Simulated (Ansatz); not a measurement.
# H6Si2: levels of theory

Aim: for H6Si2, compare levels of theory; the runs are relaxing the atoms, batch in weak fields and harmonic vibrations.

Method: Hartree-Fock, Gaussian basis 6-31g*, and further levels as typed in the inputs, in Ansatz 0.2.0.

### Step 1. The structure to begin with

Bond lengths: Si1–Si2 2.302 Å, Si1–H3 1.489 Å, Si1–H4 1.489 Å, Si1–H5 1.489 Å, Si2–H6 1.489 Å, Si2–H7 1.489 Å, Si2–H8 1.489 Å. Angles: Si1–Si2–H6 110.8°, Si1–Si2–H7 110.8°, Si1–Si2–H8 110.8°, H6–Si2–H7 108.1°, H6–Si2–H8 108.1°, H7–Si2–H8 108.1°, Si2–Si1–H3 110.8°, Si2–Si1–H4 110.8°, Si2–Si1–H5 110.8°, H3–Si1–H4 108.1°, H3–Si1–H5 108.1°, H4–Si1–H5 108.1°.

Coordinates:

```xyz
8

Si    1.1499    0.0486    0.0027
Si   -1.1499   -0.0486   -0.0027
H     1.7342   -1.2196   -0.5135
H     1.6669    0.2684    1.3812
H     1.6343    1.1640   -0.8561
H    -1.7342    1.2196    0.5135
H    -1.6343   -1.1640    0.8561
H    -1.6669   -0.2684   -1.3812
```

### Step 2. Relaxing the atoms: H6Si2

Input file input.yaml:

```yaml
relax:
  f_tol: 0.001
  max_steps: 200
crystal:
  periodic: [false, false, false]
  atoms:
    - { symbol: Si, position_ang: [1.1499, 0.04859, 0.00267] }
    - { symbol: Si, position_ang: [-1.1499, -0.04859, -0.00267] }
    - { symbol: H, position_ang: [1.73418, -1.21958, -0.51349] }
    - { symbol: H, position_ang: [1.66691, 0.2684, 1.38124] }
    - { symbol: H, position_ang: [1.63426, 1.16395, -0.85606] }
    - { symbol: H, position_ang: [-1.73418, 1.21958, 0.51349] }
    - { symbol: H, position_ang: [-1.63426, -1.16395, 0.85606] }
    - { symbol: H, position_ang: [-1.66691, -0.2684, -1.38124] }
basis:
  gaussian: { orbitals: "6-31g*" }
hamiltonian:
  xc: hf
```

Command:

```
ansatz run input.yaml --threads 4 --pin off --max-ram 14336MiB --backend cpu --events-out ev --progress --plain --runs-dir out
```

What it wrote, cut to the lines that bear on the results:

```text
Warning: RAYON_NUM_THREADS=4 ignored (pool sized by the plan → 4); use --threads N
[...]
Functional definition: HF
[...]
548 factors; integrals over basis functions are off by at most 7.5e-4 eV
[...]
mean field -15818.09451780 eV, -581.3042516397 hartree, gradient 2.5e-5 eV, S^2 0.000000; 0 other end points of the search recorded, 0 dependent functions left out
[...]
reference -15818.09451780 eV, -581.3042516397 hartree; 17, 17 occupied and 33, 33 virtual orbitals, 548 factors
relax step   1: F+E_penalty+E_count = -15818.09451780 eV  Δ(F+E_penalty+E_count) = +0.000e0 eV  max|allowed force component| = 9.256e-1 eV/Å  Δτ_max = 0.0000 Å  (25 SCF iters, accepted)
[...]
Atom 0 at     1.175116     0.049655     0.002728 Å, force     0.000017     0.000000    -0.000001 eV/Å
Atom 1 at    -1.175116    -0.049655    -0.002728 Å, force    -0.000017    -0.000000     0.000001 eV/Å
Atom 2 at     1.745930    -1.213415    -0.511191 Å, force    -0.000007     0.000012     0.000005 eV/Å
Atom 3 at     1.678953     0.268040     1.375222 Å, force    -0.000007    -0.000002    -0.000013 eV/Å
Atom 4 at     1.646448     1.159666    -0.852259 Å, force    -0.000006    -0.000011     0.000008 eV/Å
Atom 5 at    -1.745930     1.213415     0.511191 Å, force     0.000007    -0.000012    -0.000005 eV/Å
Atom 6 at    -1.646448    -1.159666     0.852259 Å, force     0.000006     0.000011    -0.000008 eV/Å
Atom 7 at    -1.678953    -0.268040    -1.375222 Å, force     0.000007     0.000002     0.000013 eV/Å
Dipole moment:    -0.000000     0.000000    -0.000000 e Å
```

Wall time 0.97 s (4 threads of Intel Xeon 6975P-C (Granite Rapids), shared host); peak memory 0.1 GiB.

Step by step:

| step | E - E(step 1) (eV) | largest force component (eV/Å) |
| --- | --- | --- |
| 1 | 0.0000 | 0.9256 |
| 2 | -0.0225 | 0.0452 |
| 3 | -0.0228 | 0.0093 |
| 4 | -0.0229 | 0.0010 |
| 5 | -0.0229 | 0.0000 |

Step 1 is the start.

Before: Bond lengths: Si1–Si2 2.302 Å, Si1–H3 1.489 Å, Si1–H4 1.489 Å, Si1–H5 1.489 Å, Si2–H6 1.489 Å, Si2–H7 1.489 Å, Si2–H8 1.489 Å. Angles: Si1–Si2–H6 110.8°, Si1–Si2–H7 110.8°, Si1–Si2–H8 110.8°, H6–Si2–H7 108.1°, H6–Si2–H8 108.1°, H7–Si2–H8 108.1°, Si2–Si1–H3 110.8°, Si2–Si1–H4 110.8°, Si2–Si1–H5 110.8°, H3–Si1–H4 108.1°, H3–Si1–H5 108.1°, H4–Si1–H5 108.1°.

After: Bond lengths: Si1–Si2 2.352 Å, Si1–H3 1.478 Å, Si1–H4 1.478 Å, Si1–H5 1.478 Å, Si2–H6 1.478 Å, Si2–H7 1.478 Å, Si2–H8 1.478 Å. Angles: Si1–Si2–H6 110.4°, Si1–Si2–H7 110.4°, Si1–Si2–H8 110.4°, H6–Si2–H7 108.5°, H6–Si2–H8 108.5°, H7–Si2–H8 108.5°, Si2–Si1–H3 110.4°, Si2–Si1–H4 110.4°, Si2–Si1–H5 110.4°, H3–Si1–H4 108.5°, H3–Si1–H5 108.5°, H4–Si1–H5 108.5°.

### Step 3. Batch in weak fields

It takes final geometries of earlier steps.

Input file input.yaml:

```yaml
hamiltonian:
  xc: hf
batch:
  members: [f0p.yaml, f0m.yaml, f1p.yaml, f1m.yaml, f2p.yaml, f2m.yaml]
output:
  forces: true
scf:
  lower_state_search: "off"
# f0m.yaml, one of 6 members:
crystal:
  periodic: [false, false, false]
  atoms:
    - { symbol: Si, position_ang: [1.17511579, 0.04965536, 0.00272785] }
    - { symbol: Si, position_ang: [-1.17511579, -0.04965536, -0.00272785] }
    - { symbol: H, position_ang: [1.74593026, -1.21341536, -0.5111909] }
    - { symbol: H, position_ang: [1.67895323, 0.26804004, 1.37522219] }
    - { symbol: H, position_ang: [1.64644848, 1.15966572, -0.85225908] }
    - { symbol: H, position_ang: [-1.74593026, 1.21341536, 0.5111909] }
    - { symbol: H, position_ang: [-1.64644848, -1.15966572, 0.85225908] }
    - { symbol: H, position_ang: [-1.67895323, -0.26804004, -1.37522219] }
basis:
  gaussian:
    orbitals: "6-31g*"
    point_charges:
      - { charge: 2.500062, position_ang: [60.0, 0.0, 0.0] }
      - { charge: -2.500062, position_ang: [-60.0, 0.0, 0.0] }
```

Command:

```
ansatz run input.yaml --threads 4 --pin off --max-ram 14336MiB --backend cpu --events-out ev --progress --plain --runs-dir out
```

What it wrote, cut to the lines that bear on the results:

```text
Warning: RAYON_NUM_THREADS=4 ignored (pool sized by the plan → 4); use --threads N
[...]
[... 1 set-up line as earlier in the session ...]
[...]
Member 0: Total energy: -15818.11754797 eV, -581.3050979826 hartree
Member 0: Atom 0 at     1.175116     0.049655     0.002728 Å, force     0.023075     0.000178     0.000018 eV/Å
Member 0: Atom 1 at    -1.175116    -0.049655    -0.002728 Å, force     0.023061     0.000273     0.000007 eV/Å
[...]
Member 5: Atom 5 at    -1.745930     1.213415     0.511191 Å, force    -0.000793     0.000663     0.005141 eV/Å
Member 5: Atom 6 at    -1.646448    -1.159666     0.852259 Å, force    -0.001239    -0.001085     0.005687 eV/Å
Member 5: Atom 7 at    -1.678953    -0.268040    -1.375222 Å, force     0.001995     0.000373     0.006824 eV/Å
Member 5: Dipole moment:    -0.000009    -0.000000    -0.008411 e Å
Member 5: Checks for a lower state left out: stability, starts, cluster_reference, orbital_swaps, neighbouring_geometries, increment
```

Run time: 0.65 s. Hardware: 4 threads of Intel Xeon 6975P-C (Granite Rapids), shared host; peak memory 0.15 GiB.

### Step 4. Harmonic vibrations

It takes the final geometry of step 3.

Edit input.yaml of step 3 so:

```diff
@@ -1,10 +1 @@
-hamiltonian:
-  xc: hf
-batch:
-  members: [f0p.yaml, f0m.yaml, f1p.yaml, f1m.yaml, f2p.yaml, f2m.yaml]
-output:
-  forces: true
-scf:
-  lower_state_search: "off"
-# f0m.yaml, one of 6 members:
 crystal:
@@ -21,6 +12,5 @@
 basis:
-  gaussian:
-    orbitals: "6-31g*"
-    point_charges:
-      - { charge: 2.500062, position_ang: [60.0, 0.0, 0.0] }
-      - { charge: -2.500062, position_ang: [-60.0, 0.0, 0.0] }
+  gaussian: { orbitals: "6-31g*" }
+hamiltonian:
+  xc: hf
+phonons: {}
```

Command:

```
ansatz run input.yaml --threads 4 --pin off --max-ram 14336MiB --backend cpu --events-out ev --progress --plain --runs-dir out
```

What it wrote, cut to the lines that bear on the results:

```text
Warning: RAYON_NUM_THREADS=4 ignored (pool sized by the plan → 4); use --threads N
[...]
[... 1 set-up line as earlier in the session ...]
[...]
547 factors; integrals over basis functions are off by at most 7.2e-4 eV
[...]
mean field -15818.11740496 eV, -581.3050927271 hartree, gradient 2.3e-5 eV, S^2 0.000000; 0 other end points of the search recorded, 0 dependent functions left out
[...]
reference -15818.11740496 eV, -581.3050927271 hartree; 17, 17 occupied and 33, 33 virtual orbitals, 547 factors
[...]
Atom 5 at    -1.745930     1.213415     0.511191 Å, force     0.000013    -0.000040    -0.000016 eV/Å
Atom 6 at    -1.646448    -1.159666     0.852259 Å, force     0.000002     0.000002     0.000004 eV/Å
Atom 7 at    -1.678953    -0.268040    -1.375222 Å, force     0.000002     0.000005    -0.000002 eV/Å
Dipole moment:     0.000000     0.000000    -0.000000 e Å
Vibrations: 133.06 417.13 417.14 463.98 697.29 697.29 948.00 1025.61 1025.61 1032.35 1041.45 1041.45 2358.64 2359.88 2359.88 2369.23 2369.23 2375.30 cm⁻¹, zero-point energy 1.434033 eV
```

It took 2 s on 4 threads of Intel Xeon 6975P-C (Granite Rapids), shared host; peak memory 0.11 GiB.

Harmonic frequencies from the force constants, with rigid motions projected out (i: imaginary):

| mode | cm⁻¹ | IR (km/mol) |
| --- | --- | --- |
| 1 | 133 | 0.0 |
| 2 | 417 | 39.2 |
| 3 | 417 | 39.2 |
| 4 | 465 | 0.0 |
| 5 | 698 | 0.0 |
| 6 | 698 | 0.0 |
| 7 | 948 | 757.3 |
| 8 | 1026 | 0.0 |
| 9 | 1026 | 0.0 |
| 10 | 1033 | 0.0 |
| 11 | 1042 | 151.9 |
| 12 | 1042 | 151.8 |
| 13 | 2359 | 216.9 |
| 14 | 2360 | 0.0 |
| 15 | 2360 | 0.0 |
| 16 | 2370 | 411.4 |
| 17 | 2370 | 411.5 |
| 18 | 2376 | 0.0 |

### Step 5. Relaxing the atoms: PBE, Gaussian basis def2-SVP

Input file input.yaml:

```yaml
relax:
  f_tol: 0.001
  max_steps: 200
crystal:
  periodic: [false, false, false]
  atoms:
    - { symbol: Si, position_ang: [1.1499, 0.04859, 0.00267] }
    - { symbol: Si, position_ang: [-1.1499, -0.04859, -0.00267] }
    - { symbol: H, position_ang: [1.73418, -1.21958, -0.51349] }
    - { symbol: H, position_ang: [1.66691, 0.2684, 1.38124] }
    - { symbol: H, position_ang: [1.63426, 1.16395, -0.85606] }
    - { symbol: H, position_ang: [-1.73418, 1.21958, 0.51349] }
    - { symbol: H, position_ang: [-1.63426, -1.16395, 0.85606] }
    - { symbol: H, position_ang: [-1.66691, -0.2684, -1.38124] }
basis:
  gaussian: { orbitals: def2-SVP }
hamiltonian:
  xc: pbe
```

Command:

```
ansatz run input.yaml --threads 4 --pin off --max-ram 14336MiB --backend cpu --events-out ev --progress --plain --runs-dir out
```

What it wrote, cut to the lines that bear on the results:

```text
Warning: RAYON_NUM_THREADS=4 ignored (pool sized by the plan → 4); use --threads N
[...]
Functional definition: PBE
[...]
740 factors; their error is unknown
[...]
mean field -15838.81196154 eV, -582.0656036543 hartree, gradient 5.2e-5 eV, S^2 0.000000; 0 other end points of the search recorded, 0 dependent functions left out
[...]
reference -15838.81199506 eV, -582.0656048860 hartree; 17, 17 occupied and 49, 49 virtual orbitals, 740 factors
[...]
Atom 3 at     1.686635     0.272177     1.401763 Å, force     0.000052    -0.000002    -0.000028 eV/Å
Atom 4 at     1.653511     1.181045    -0.868804 Å, force     0.000011    -0.000026     0.000014 eV/Å
Atom 5 at    -1.754917     1.237930     0.521139 Å, force    -0.000009    -0.000030    -0.000006 eV/Å
Atom 6 at    -1.653511    -1.181045     0.868804 Å, force    -0.000011     0.000026    -0.000014 eV/Å
Atom 7 at    -1.686635    -0.272177    -1.401763 Å, force    -0.000052     0.000002     0.000028 eV/Å
Dipole moment:    -0.000000    -0.000000    -0.000000 e Å
```

Run time: 1.3 s. Hardware: 4 threads of Intel Xeon 6975P-C (Granite Rapids), shared host; peak memory 0.13 GiB.

The steps of the relaxation:

| step | E - E(step 1) (eV) | largest force component (eV/Å) |
| --- | --- | --- |
| 1 | 0.0000 | 0.3159 |
| 2 | -0.0303 | 0.0646 |
| 3 | -0.0316 | 0.0035 |
| 4 | -0.0316 | 0.0012 |
| 5 | -0.0316 | 0.0001 |

Step 1 is the start.

Before: Bond lengths: Si1–Si2 2.302 Å, Si1–H3 1.489 Å, Si1–H4 1.489 Å, Si1–H5 1.489 Å, Si2–H6 1.489 Å, Si2–H7 1.489 Å, Si2–H8 1.489 Å. Angles: Si1–Si2–H6 110.8°, Si1–Si2–H7 110.8°, Si1–Si2–H8 110.8°, H6–Si2–H7 108.1°, H6–Si2–H8 108.1°, H7–Si2–H8 108.1°, Si2–Si1–H3 110.8°, Si2–Si1–H4 110.8°, Si2–Si1–H5 110.8°, H3–Si1–H4 108.1°, H3–Si1–H5 108.1°, H4–Si1–H5 108.1°.

After: Bond lengths: Si1–Si2 2.354 Å, Si1–H3 1.506 Å, Si1–H4 1.506 Å, Si1–H5 1.506 Å, Si2–H6 1.506 Å, Si2–H7 1.506 Å, Si2–H8 1.506 Å. Angles: Si1–Si2–H6 110.3°, Si1–Si2–H7 110.3°, Si1–Si2–H8 110.3°, H6–Si2–H7 108.6°, H6–Si2–H8 108.6°, H7–Si2–H8 108.6°, Si2–Si1–H3 110.3°, Si2–Si1–H4 110.3°, Si2–Si1–H5 110.3°, H3–Si1–H4 108.6°, H3–Si1–H5 108.6°, H4–Si1–H5 108.6°.

### Step 6. Batch in weak fields

It takes final geometries of earlier steps.

Input file input.yaml:

```yaml
hamiltonian:
  xc: pbe
batch:
  members: [f0p.yaml, f0m.yaml, f1p.yaml, f1m.yaml, f2p.yaml, f2m.yaml]
output:
  forces: true
scf:
  lower_state_search: "off"
# f0m.yaml, one of 6 members:
crystal:
  periodic: [false, false, false]
  atoms:
    - { symbol: Si, position_ang: [1.17618778, 0.04970042, 0.00272889] }
    - { symbol: Si, position_ang: [-1.17618778, -0.04970042, -0.00272889] }
    - { symbol: H, position_ang: [1.75491732, -1.23793025, -0.52113929] }
    - { symbol: H, position_ang: [1.68663473, 0.2721765, 1.40176319] }
    - { symbol: H, position_ang: [1.65351094, 1.18104544, -0.86880371] }
    - { symbol: H, position_ang: [-1.75491732, 1.23793025, 0.52113929] }
    - { symbol: H, position_ang: [-1.65351094, -1.18104544, 0.86880371] }
    - { symbol: H, position_ang: [-1.68663473, -0.2721765, -1.40176319] }
basis:
  gaussian:
    orbitals: def2-SVP
    point_charges:
      - { charge: 2.500062, position_ang: [60.0, 0.0, 0.0] }
      - { charge: -2.500062, position_ang: [-60.0, 0.0, 0.0] }
```

Command:

```
ansatz run input.yaml --threads 4 --pin off --max-ram 14336MiB --backend cpu --events-out ev --progress --plain --runs-dir out
```

What it wrote, cut to the lines that bear on the results:

```text
Warning: RAYON_NUM_THREADS=4 ignored (pool sized by the plan → 4); use --threads N
[...]
[... 1 set-up line as earlier in the session ...]
[...]
Member 2: Total energy: -15838.84372889 eV, -582.0667710827 hartree
Member 2: Atom 0 at     1.176188     0.049700     0.002729 Å, force     0.000305     0.010973    -0.000025 eV/Å
Member 2: Atom 1 at    -1.176188    -0.049700    -0.002729 Å, force     0.000161     0.011197     0.000025 eV/Å
[...]
Member 4: Atom 5 at    -1.754917     1.237930     0.521139 Å, force     0.000495    -0.000435    -0.003303 eV/Å
Member 4: Atom 6 at    -1.653511    -1.181045     0.868804 Å, force     0.000781     0.000571    -0.003558 eV/Å
Member 4: Atom 7 at    -1.686635    -0.272176    -1.401763 Å, force    -0.001373    -0.000233    -0.004271 eV/Å
Member 4: Dipole moment:     0.000011     0.000001     0.010539 e Å
Member 4: Checks for a lower state left out: stability, starts, cluster_reference, orbital_swaps, neighbouring_geometries, increment
```

It took 0.98 s on 4 threads of Intel Xeon 6975P-C (Granite Rapids), shared host; peak memory 0.18 GiB.

### Step 7. Harmonic vibrations

It takes the final geometry of step 6.

Edit input.yaml of step 6 so:

```diff
@@ -1,10 +1 @@
-hamiltonian:
-  xc: pbe
-batch:
-  members: [f0p.yaml, f0m.yaml, f1p.yaml, f1m.yaml, f2p.yaml, f2m.yaml]
-output:
-  forces: true
-scf:
-  lower_state_search: "off"
-# f0m.yaml, one of 6 members:
 crystal:
@@ -21,6 +12,5 @@
 basis:
-  gaussian:
-    orbitals: def2-SVP
-    point_charges:
-      - { charge: 2.500062, position_ang: [60.0, 0.0, 0.0] }
-      - { charge: -2.500062, position_ang: [-60.0, 0.0, 0.0] }
+  gaussian: { orbitals: def2-SVP }
+hamiltonian:
+  xc: pbe
+phonons: {}
```

Command:

```
ansatz run input.yaml --threads 4 --pin off --max-ram 14336MiB --backend cpu --events-out ev --progress --plain --runs-dir out
```

What it wrote, cut to the lines that bear on the results:

```text
Warning: RAYON_NUM_THREADS=4 ignored (pool sized by the plan → 4); use --threads N
[...]
[... 1 set-up line as earlier in the session ...]
[...]
740 factors; their error is unknown
[...]
mean field -15838.84358980 eV, -582.0667659714 hartree, gradient 3.7e-5 eV, S^2 0.000000; 0 other end points of the search recorded, 0 dependent functions left out
[...]
reference -15838.84362353 eV, -582.0667672108 hartree; 17, 17 occupied and 49, 49 virtual orbitals, 740 factors
[...]
Atom 5 at    -1.754917     1.237930     0.521139 Å, force    -0.000009    -0.000029    -0.000006 eV/Å
Atom 6 at    -1.653511    -1.181045     0.868804 Å, force    -0.000011     0.000026    -0.000013 eV/Å
Atom 7 at    -1.686635    -0.272176    -1.401763 Å, force    -0.000052     0.000002     0.000027 eV/Å
Dipole moment:     0.000000    -0.000000     0.000000 e Å
Vibrations: 130.63 354.53 354.58 419.82 603.54 603.56 800.42 865.75 897.68 897.68 910.84 910.85 2151.81 2157.35 2163.91 2163.93 2173.74 2173.76 cm⁻¹, zero-point energy 1.285369 eV
```

It took 2.2 s on 4 threads of Intel Xeon 6975P-C (Granite Rapids), shared host; peak memory 0.12 GiB.

Harmonic frequencies from the force constants, with rigid motions projected out (i: imaginary):

| mode | cm⁻¹ | IR (km/mol) |
| --- | --- | --- |
| 1 | 131 | 0.0 |
| 2 | 355 | 15.3 |
| 3 | 355 | 15.3 |
| 4 | 421 | 0.0 |
| 5 | 604 | 0.0 |
| 6 | 604 | 0.0 |
| 7 | 801 | 403.4 |
| 8 | 866 | 0.0 |
| 9 | 898 | 0.0 |
| 10 | 898 | 0.0 |
| 11 | 911 | 62.8 |
| 12 | 911 | 62.8 |
| 13 | 2152 | 97.9 |
| 14 | 2158 | 0.0 |
| 15 | 2164 | 0.0 |
| 16 | 2164 | 0.0 |
| 17 | 2174 | 159.0 |
| 18 | 2174 | 159.0 |

### Step 8. Relaxing the atoms: PBE, Gaussian basis def2-TZVPP

Input file input.yaml:

```yaml
relax:
  f_tol: 0.001
  max_steps: 200
crystal:
  periodic: [false, false, false]
  atoms:
    - { symbol: Si, position_ang: [1.1499, 0.04859, 0.00267] }
    - { symbol: Si, position_ang: [-1.1499, -0.04859, -0.00267] }
    - { symbol: H, position_ang: [1.73418, -1.21958, -0.51349] }
    - { symbol: H, position_ang: [1.66691, 0.2684, 1.38124] }
    - { symbol: H, position_ang: [1.63426, 1.16395, -0.85606] }
    - { symbol: H, position_ang: [-1.73418, 1.21958, 0.51349] }
    - { symbol: H, position_ang: [-1.63426, -1.16395, 0.85606] }
    - { symbol: H, position_ang: [-1.66691, -0.2684, -1.38124] }
basis:
  gaussian: { orbitals: def2-TZVPP }
hamiltonian:
  xc: pbe
```

Command:

```
ansatz run input.yaml --threads 4 --pin off --max-ram 14336MiB --backend cpu --events-out ev --progress --plain --runs-dir out
```

What it wrote, cut to the lines that bear on the results:

```text
Warning: RAYON_NUM_THREADS=4 ignored (pool sized by the plan → 4); use --threads N
[...]
[... 1 set-up line as earlier in the session ...]
[...]
930 factors; their error is unknown
[...]
mean field -15844.46715062 eV, -582.2734280199 hartree, gradient 3.5e-5 eV, S^2 0.000000; 0 other end points of the search recorded, 0 dependent functions left out
[...]
reference -15844.46719407 eV, -582.2734296165 hartree; 17, 17 occupied and 151, 151 virtual orbitals, 930 factors
[...]
Atom 3 at     1.682322     0.270601     1.392056 Å, force     0.000041    -0.000006    -0.000053 eV/Å
Atom 4 at     1.649428     1.173169    -0.862759 Å, force    -0.000016    -0.000040     0.000024 eV/Å
Atom 5 at    -1.750132     1.229035     0.517505 Å, force     0.000019    -0.000044    -0.000012 eV/Å
Atom 6 at    -1.649428    -1.173169     0.862759 Å, force     0.000016     0.000040    -0.000024 eV/Å
Atom 7 at    -1.682322    -0.270601    -1.392056 Å, force    -0.000041     0.000006     0.000053 eV/Å
Dipole moment:     0.000000     0.000000    -0.000000 e Å
```

It took 2.9 s on 4 threads of Intel Xeon 6975P-C (Granite Rapids), shared host; peak memory 0.2 GiB.

Relaxation path:

| step | E - E(step 1) (eV) | largest force component (eV/Å) |
| --- | --- | --- |
| 1 | 0.0000 | 0.3954 |
| 2 | -0.0141 | 0.0512 |
| 3 | -0.0147 | 0.0023 |
| 4 | -0.0147 | 0.0013 |
| 5 | -0.0147 | 0.0002 |

Step 1 is the start.

Before: Bond lengths: Si1–Si2 2.302 Å, Si1–H3 1.489 Å, Si1–H4 1.489 Å, Si1–H5 1.489 Å, Si2–H6 1.489 Å, Si2–H7 1.489 Å, Si2–H8 1.489 Å. Angles: Si1–Si2–H6 110.8°, Si1–Si2–H7 110.8°, Si1–Si2–H8 110.8°, H6–Si2–H7 108.1°, H6–Si2–H8 108.1°, H7–Si2–H8 108.1°, Si2–Si1–H3 110.8°, Si2–Si1–H4 110.8°, Si2–Si1–H5 110.8°, H3–Si1–H4 108.1°, H3–Si1–H5 108.1°, H4–Si1–H5 108.1°.

After: Bond lengths: Si1–Si2 2.348 Å, Si1–H3 1.496 Å, Si1–H4 1.496 Å, Si1–H5 1.496 Å, Si2–H6 1.496 Å, Si2–H7 1.496 Å, Si2–H8 1.496 Å. Angles: Si1–Si2–H6 110.4°, Si1–Si2–H7 110.4°, Si1–Si2–H8 110.4°, H6–Si2–H7 108.5°, H6–Si2–H8 108.5°, H7–Si2–H8 108.5°, Si2–Si1–H3 110.4°, Si2–Si1–H4 110.4°, Si2–Si1–H5 110.4°, H3–Si1–H4 108.5°, H3–Si1–H5 108.5°, H4–Si1–H5 108.5°.

### Step 9. Batch in weak fields

It takes final geometries of earlier steps.

Input file input.yaml:

```yaml
hamiltonian:
  xc: pbe
batch:
  members: [f0p.yaml, f0m.yaml, f1p.yaml, f1m.yaml, f2p.yaml, f2m.yaml]
output:
  forces: true
scf:
  lower_state_search: "off"
# f0m.yaml, one of 6 members:
crystal:
  periodic: [false, false, false]
  atoms:
    - { symbol: Si, position_ang: [1.17275686, 0.04955506, 0.00271808] }
    - { symbol: Si, position_ang: [-1.17275686, -0.04955506, -0.00271808] }
    - { symbol: H, position_ang: [1.75013155, -1.22903458, -0.51750536] }
    - { symbol: H, position_ang: [1.68232162, 0.27060053, 1.39205563] }
    - { symbol: H, position_ang: [1.6494285, 1.17316914, -0.86275922] }
    - { symbol: H, position_ang: [-1.75013155, 1.22903458, 0.51750536] }
    - { symbol: H, position_ang: [-1.6494285, -1.17316914, 0.86275922] }
    - { symbol: H, position_ang: [-1.68232162, -0.27060053, -1.39205563] }
basis:
  gaussian:
    orbitals: def2-TZVPP
    point_charges:
      - { charge: 2.500062, position_ang: [60.0, 0.0, 0.0] }
      - { charge: -2.500062, position_ang: [-60.0, 0.0, 0.0] }
```

Command:

```
ansatz run input.yaml --threads 4 --pin off --max-ram 14336MiB --backend cpu --events-out ev --progress --plain --runs-dir out
```

What it wrote, cut to the lines that bear on the results:

```text
Warning: RAYON_NUM_THREADS=4 ignored (pool sized by the plan → 4); use --threads N
[...]
[... 1 set-up line as earlier in the session ...]
[...]
Member 3: Total energy: -15844.48200350 eV, -582.2739738531 hartree
Member 3: Atom 0 at     1.172757     0.049555     0.002718 Å, force    -0.000081    -0.011152     0.000010 eV/Å
Member 3: Atom 1 at    -1.172757    -0.049555    -0.002718 Å, force    -0.000424    -0.010955    -0.000010 eV/Å
[...]
Member 5: Atom 5 at    -1.750132     1.229035     0.517505 Å, force    -0.000515     0.000239     0.003285 eV/Å
Member 5: Atom 6 at    -1.649428    -1.173169     0.862759 Å, force    -0.000807    -0.000515     0.003565 eV/Å
Member 5: Atom 7 at    -1.682322    -0.270601    -1.392056 Å, force     0.001317     0.000199     0.004156 eV/Å
Member 5: Dipole moment:    -0.000012    -0.000001    -0.011433 e Å
Member 5: Checks for a lower state left out: stability, starts, cluster_reference, orbital_swaps, neighbouring_geometries, increment
```

Run time: 2.4 s. Hardware: 4 threads of Intel Xeon 6975P-C (Granite Rapids), shared host; peak memory 0.47 GiB.

[end of part 1 of 2]
